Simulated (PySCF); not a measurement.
# [B3]+: singlet, from a obtuse triangle start

Aim: relax [B3]+ as a singlet from a obtuse triangle start, check by its vibrations whether the end is a minimum, and collect its spectrum and constants.

Computed with PySCF 2.14.0. Level: PBE0, basis B def2-TZVP, no relativity, density fitting.

**1. The starting structure**

3 atoms, charge 1, spin multiplicity 1.

Bond lengths: B1–B2 1.673 Å, B1–B3 1.673 Å. Angles: B2–B1–B3 104.9°.

```xyz
3
charge 1 multiplicity 1
B     0.0000    0.0000    0.0000
B     1.3260    1.0200    0.0000
B    -1.3260    1.0200    0.0000
```

**2. First SCF at the start**

The steps below are one call of a driver around PySCF. For each, scf.py gives the equivalent set-up of the SCF; relaxations use the driver's own optimiser. After this first run the driver tries any further starts and a stability analysis.

scf.py

```python
from pyscf import gto, scf, dft
mol = gto.M(atom='''
B      0.000000     0.000000     0.000000
B      1.326000     1.020000     0.000000
B     -1.326000     1.020000     0.000000''',
    basis={'B': 'def2-TZVP'},
    charge=1, spin=0)
mf = dft.RKS(mol, xc='PBE0')
mf.grids.atom_grid = (50, 194)
aux = {'B': 'def2-universal-JKFIT'}
mf = mf.density_fit(auxbasis=aux)
mf.conv_tol = 1e-08
mf.diis_space = 10
mf.max_cycle = 60
mf.init_guess = 'minao'
mf.verbose = 4
mf.kernel()
```

Started as:

```
$ OMP_NUM_THREADS=2 python axn.py task.json out
```

The runs that follow: Relaxation: obtuse triangle start, singlet; Vibrations and properties at this point; A spin-polarised start; Is it a minimum? Harmonic modes.

Before running it: what results should come out? Wanted: minimum; geometry; wavenumbers; dipole moment; highest occupied, lowest empty level; polar-tensor charge of B1; zero-point energy; ⟨S²⟩.

As calculated:

```
                                          quantity                               value
                                           minimum       broken-symmetry (Ms = 0), D3h
                                          geometry  B–B 1.576 Å (×3); B–B–B 60.0° (×3)
                                wavenumbers (cm⁻¹)                      962, 962, 1107
                    dipole moment (centre of mass)                              0.00 D
highest occupied, lowest empty level (either spin)                   -15.07, -11.81 eV
                         polar-tensor charge of B1                             +0.33 e
                                 zero-point energy                         18.1 kJ/mol
                               entropy at 298.15 K                     222.8 J/(mol K)
                                              ⟨S²⟩                               0.498
```

What this shows: From C2v at the start the molecule goes to a D3h minimum. The determinant is spin-contaminated (⟨S²⟩ = 0.50 against 0.00), so it is no pure spin state. The strongest infrared band lies at 962 cm⁻¹. Only this shape and spin were tried, so other structures or states may lie lower. The SCF density has lower symmetry than the nuclear frame.
